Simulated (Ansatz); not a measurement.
Complex (SMILES): O (H2O) with FCl (F-Cl), atoms 1 to 3 the first; geometry from NCB31 set, monomers rigid:
```xyz
5

O      2.2398     0.0000    -0.0882
H      2.6009     0.7620     0.3771
H      2.6011    -0.7617     0.3772
Cl    -0.3159    -0.0001    -0.0169
F     -1.9723     0.0001     0.0266
```

The counterpoise-corrected interaction energy at MP2 with Ansatz (a program for electronic structure), in kcal/mol, split into its Hartree-Fock and correlation parts. Cores are frozen. No added dispersion term, no relativity. Functions are those of the species that has most.

| basis | X | functions | Hartree-Fock | MP2 |
|---|---|---|---|---|
| aug-cc-pV(D+d)Z | 2 | 96 | -3.28 | -4.89 |
| aug-cc-pV(T+d)Z | 3 | 193 | -3.02 | -5.35 |
| aug-cc-pV(Q+d)Z | 4 | 341 | -3.06 | -5.65 |

Worked estimate of the basis-set limit from each neighbouring pair, with Hartree-Fock from the larger set and the correlation part extrapolated as X^-3.
Correlation parts: X = 2: -1.61, X = 3: -2.33, X = 4: -2.59.
- (2,3): (27·(-2.33) - 8·(-1.61))/19 = -2.63; with Hartree-Fock -3.02 the estimate is -5.65 kcal/mol.
- (3,4): (64·(-2.59) - 27·(-2.33))/37 = -2.78; with Hartree-Fock -3.06 the estimate is -5.84 kcal/mol.
The last two estimates differ by 0.19 kcal/mol; the largest set lies 0.19 from the last. Over the last step Hartree-Fock moves by -0.04 and the correlation part by -0.26.
